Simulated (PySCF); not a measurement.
C3H4N2.
SMILES: `C/N=C/C#N`

Method used: TDDFT PBE0/def2-SVPD, vertical, gas phase, core orbitals frozen in the response in PySCF. Isolated species at its GFN2-xTB geometry, gas phase.

Computed states:

| state | E (eV) | f |
| --- | --- | --- |
| S1 | 4.29 | 0.0007 |
| S2 | 6.20 | 0.0000 |
| S3 | 6.46 | 0.356 |
| S4 | 7.18 | 0.011 |
| S5 | 7.33 | 0.017 |
| S6 | 7.58 | 0.0000 |

Broadening: Gaussians 0.3 eV wide at half height, area fixed by f = 4.319×10⁻⁹ ∫ε dν̃. The width is an assumption, not a result. The curve ends short of the highest state used, and states not computed would add to its high-energy end.

(1) What does the envelope look like, and where are its maxima?

(2) On this curve, what absorbance would a 10⁻³ mol/L sample give at 280 nm over a 1 cm path?

(3) Coming from long wavelengths, where does ε first pass 100 L mol⁻¹ cm⁻¹?

## Answers

(1) 
(E (eV), ε (L mol⁻¹ cm⁻¹)): (3.84, 0), (3.95, 2), (4.06, 12), (4.17, 39), (4.28, 63), (4.39, 48), (4.49, 20), (4.60, 4), (4.71, 0), (4.82, 0), (4.93, 0), (5.03, 0), (5.14, 0), (5.25, 0), (5.36, 0), (5.47, 0), (5.58, 0), (5.68, 0), (5.79, 0), (5.90, 2), (6.01, 68), (6.12, 966), (6.22, 5663), (6.33, 19453), (6.44, 31710), (6.55, 24527), (6.66, 9002), (6.77, 1574), (6.87, 224), (6.98, 343)

Maxima: 289 nm (4.29 eV), ε about 64, made up of S1 (100%); 192 nm (6.46 eV), ε about 32000, made up of S3 (100%) (ε in L mol⁻¹ cm⁻¹; maxima over ε = 5, shares over 10%). At its high-energy end, 6.98 eV, the curve is still rising (ε about 340, from S4 and S5).

(2) 280 nm is 4.428 eV, where ε is about 37 L mol⁻¹ cm⁻¹, so A = ε c l ≈ 0.037 (Beer–Lambert, with the gas-phase spectrum and the assumed width).

(3) At about 206 nm (6.03 eV), 1.73 eV above S1.
